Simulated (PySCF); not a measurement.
C5H8.
Atom-mapped SMILES: `[CH3:1][C:2]1=[CH:3][C@@H:4]1[CH3:5]`

NICS = −σ at a ghost point: NICS(0) at the centroid of the ring atoms, NICS(1) 1 Å to either side along the normal of their mean plane, zz for the tensor component along that normal. Level: GIAO PBE0/pcSseg-1 (PySCF, non-relativistic, gas phase) on the GFN2-xTB geometry, one conformer.

Ring bond lengths (Å), with Mayer bond orders in brackets: C2–C3 1.302 (1.70), C3–C4 1.503 (0.92), C4–C2 1.502 (0.91).

Give the NICS values of each ring in ppm.

```
    ring                                                    type  NICS(0)  NICS(1), two faces  NICS(1)zz, two faces  rms pucker (Å)  centre to ring atoms, mean (Å)
C2–C3–C4  3-membered carbocycle; formal bonds 1 double, 2 single    -30.1         -7.1 / -7.7         -14.3 / -16.7            0.00                            0.83
```

What do they say, and how far can they be read as aromaticity?

- C2–C3–C4: mean NICS(1)zz -15.5 ppm, shielded. C4 has four or more neighbours, so the value isn't read as a sign of a π ring current. A hydrogen on C4, outside the ring, lies only 1.49 Å from a NICS(1) probe, which then mostly feels that atom. NICS(0) lies 23 ppm below the mean NICS(1).

What field does 11.7 T along the ring normal induce along that normal at the first NICS(1) probe listed for ring C2–C3–C4, 1 Å off the ring?

NICSzz × B0 = -14.3 ppm × 11.7 T = -167 μT, against the applied field.

How shielded are the nuclei of the rings and their hydrogens (means over atoms taken as equivalent)?

| atoms | environment | σ isotropic (ppm) | principal values of the symmetric part, first atom (ppm) |
| --- | --- | --- | --- |
| C2 | fully substituted alkene carbon | 50.6 | -92.1, 68.6, 175.2 |
| C3 | alkene CH carbon | 70.3 | -63.8, 97.5, 177.1 |
| C4 | allylic carbon | 169.3 | 127.8, 140.6, 239.3 |
| H on C3 | vinylic hydrogen | 24.82 | 21.2, 25.7, 27.6 |
| H on C4 | methine hydrogen | 30.24 | 23.7, 28.1, 38.8 |
